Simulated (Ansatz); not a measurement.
Cost and result for the atomization energy of C₃H₄ClFO, SMILES `FC1(Cl)COC1` (10 atoms, 10 bonds).

Z-matrix (Å, degrees):
```
C
Cl 1 1.765
C 1 1.526 2 116.2
C 1 1.526 2 116.2 3 -98.5
F 1 1.355 2 108.3 3 130.7
O 3 1.433 1 90.8 2 -115.5
H 3 1.091 1 115.9 2 0.2
H 3 1.094 1 112.8 2 129.4
H 4 1.091 1 115.9 2 -0.2
H 4 1.094 1 112.8 2 -129.4
```

The species carries charge 0 and has multiplicity 1. The structure was optimised at the PBE0-D4/def2-TZVP level. Program: Ansatz. All runs use 4 threads of an Arm Neoverse V1 on a shared host. Times are those of one run each, without the atoms' runs, and a repeat can differ threefold. Electronic energies, without spin–orbit coupling; frozen cores. CCSD(T)/CBS adds CCSD(T) − MP2 in def2-TZVPP to the MP2 limit, and its time is that of the two runs behind it. T1 = 0.011. B3LYP takes the VWN-RPA correlation (the form of Gaussian; ORCA's B3LYP/G).

CCSD(T)/CBS is a level of theory with its own doubt, some kJ/mol a heavy atom from the limit and from the frozen cores, so smaller differences don't rank the functionals.

| level | functions | wall time |
| --- | --- | --- |
| PBE-D4/def2-TZVPP (with forces) | 253 | 2.6 s |
| PBE0-D4/def2-TZVPP | 253 | 3.1 s |
| B3LYP-D4/def2-TZVPP (with forces) | 253 | 4.7 s |
| r2SCAN-D4/def2-TZVPP (with forces) | 253 | 5 s |
| B2PLYP/def2-TZVPP | 253 | 5.5 s |
| ωB97X-V/def2-TZVPP | 253 | 8 s |
| ωB97M-V/def2-TZVPP (with forces) | 253 | 12 s |
| MP2/def2-QZVPP | 475 | 24 s |
| CCSD(T)/def2-TZVPP | 253 | 3.7 min |
| CCSD(T)/CBS(def2) | – | 4.1 min |

(1) What atomization energy does each give, and how far from CCSD(T)/CBS? (An estimate is asked.)

Answers

(1) Ansatz gave: 
```csv
level,atomization (kJ/mol),difference from CCSD(T)/CBS,per bond
PBE-D4/def2-TZVPP (with forces),4084.9,166.4,16.6
PBE0-D4/def2-TZVPP,3970.4,51.9,5.2
B3LYP-D4/def2-TZVPP (with forces),3902.8,-15.7,-1.6
r2SCAN-D4/def2-TZVPP (with forces),3947.4,28.9,2.9
B2PLYP/def2-TZVPP,3870.4,-48.1,-4.8
ωB97X-V/def2-TZVPP,3943.8,25.3,2.5
ωB97M-V/def2-TZVPP (with forces),3945.4,26.9,2.7
MP2/def2-QZVPP,3996.6,78.1,7.8
CCSD(T)/def2-TZVPP,3809.5,-109.0,-10.9
CCSD(T)/CBS(def2),3918.5,0.0,0.0
```

From PBE to PBE0 (25 % exact exchange), in def2-TZVPP and without D4, the atomization energy moves by −111.0 kJ/mol: exact exchange takes away binding that semilocal exchange gives to molecules. In def2-TZVPP, CCSD(T) changes the Hartree–Fock value by +1096.3 kJ/mol (the triples alone add +79.9 kJ/mol) and MP2 by +1219.5 kJ/mol; breaking electron pairs costs correlation energy, which Hartree–Fock lacks. The D4 term adds +34.3 kJ/mol with B3LYP and +17.8 kJ/mol with PBE0; it sums over pairs of atoms, weighted by their polarisabilities, and B3LYP, whose exchange is more repulsive, gets the larger term.
